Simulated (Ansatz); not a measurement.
Ansatz (a program for electronic structure) input (CCSD(T)/cc-pV(T+d)Z):
A basis named .json is the Basis Set Exchange file of that set.

Ansatz 0.2 input:
```yaml
crystal:
  periodic: [false, false, false]
  atoms:
    - {symbol: P, position_ang: [-0.00494663, -0.00315703, 0.11662516]}
    - {symbol: H, position_ang: [0.03811855, 1.04938416, -0.84687971]}
    - {symbol: H, position_ang: [0.03608089, -1.00202865, -0.90249773]}
basis:
  gaussian:
    orbitals: cc-pV_T+d_Z.json
total_charge: 1
magnetization: {spin_polarized: false}
correlation: {method: ccsd_t, electrons: outside_noble_gas}
```

Output:

```
Functional definition: HF
integrals: 0.03 GiB planned
381 factors; integrals over basis functions are off by at most 8.1e-4 eV
mean field: 0.09 GiB planned
mean field evaluation 1: about -9293.6486 eV, gradient 8.4e0 eV
mean field evaluation 2: about -9293.6470 eV, gradient 8.4e0 eV
mean field evaluation 4: about -9293.9389 eV, gradient 4.8e-1 eV
mean field evaluation 8: about -9293.9408 eV, gradient 8.4e-4 eV
mean field evaluation 16: about -9293.9388 eV, gradient 5.1e-1 eV
mean field -9293.94079895 eV, -341.5460247020 hartree, gradient 2.5e-6 eV, S^2 0.000000; 0 other end points of the search recorded, 0 dependent functions left out; unrestricted orbitals would lower it
5 core orbitals not correlated
reference -9293.94079895 eV, -341.5460247020 hartree; 3, 3 occupied and 59, 59 virtual orbitals, 381 factors
second order -3.30464779 eV of doubles, -0.00000000 eV of singles
coupled cluster: 0.10 GiB planned
cycle   1  -3.84292276 eV  change   -5.4e-1 eV  update   6.0e-2
cycle   2  -4.08715809 eV  change   -2.4e-1 eV  update   2.6e-2
cycle   3  -4.09936069 eV  change   -1.2e-2 eV  update   8.2e-3
cycle   4  -4.10122576 eV  change   -1.9e-3 eV  update   3.1e-3
cycle   5  -4.10121036 eV  change    1.5e-5 eV  update   1.2e-3
cycle   6  -4.10130718 eV  change   -9.7e-5 eV  update   3.9e-4
cycle   7  -4.10143876 eV  change   -1.3e-4 eV  update   1.3e-4
cycle   8  -4.10141566 eV  change    2.3e-5 eV  update   3.8e-5
cycle   9  -4.10140205 eV  change    1.4e-5 eV  update   1.0e-5
cycle  10  -4.10140882 eV  change   -6.8e-6 eV  update   2.3e-6
perturbative correction -0.11421105 eV, -0.0041971786 hartree
Total energy: -9298.15641881 eV, -341.7009458746 hartree
```
